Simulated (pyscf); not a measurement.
This saddle point was located with ωB97X-D3(BJ)/def2-SVP in PySCF.

```xyz
9

C      0.3443    -0.1212     0.2133
Si    -1.3583     0.0884    -0.4983
Cl    -1.7566    -1.4459    -1.8128
Cl    -2.7547     0.0491     1.0147
H      0.4121    -1.0834     0.7445
H      0.5645     0.6901     0.9245
H      1.0988    -0.1077    -0.5886
H     -1.5420     1.4489    -1.2823
H     -1.6885     2.4680    -1.8703
```
Charge 0, spin multiplicity 2.

Surface: doublet, charge 0. Lowest wavenumbers (cm⁻¹): 1024i, 153, 156, 159, 184.

Problem. What reaction is this the transition state of?

Solution. H₃C–SiH(Cl)–Cl + H• ⇌ H₃C–Si•(Cl)–Cl + H₂, a hydrogen abstraction read from left to right: H–Si broken and H–H formed. At ωB97M-D3(BJ)/def2-TZVP it lies +0.21 eV from the left side and +0.68 eV from the right (each side as separated species at their lowest minima found). This is the saddle that the search found; another between the same sides may lie lower. The angle at the transferred H is 180°.
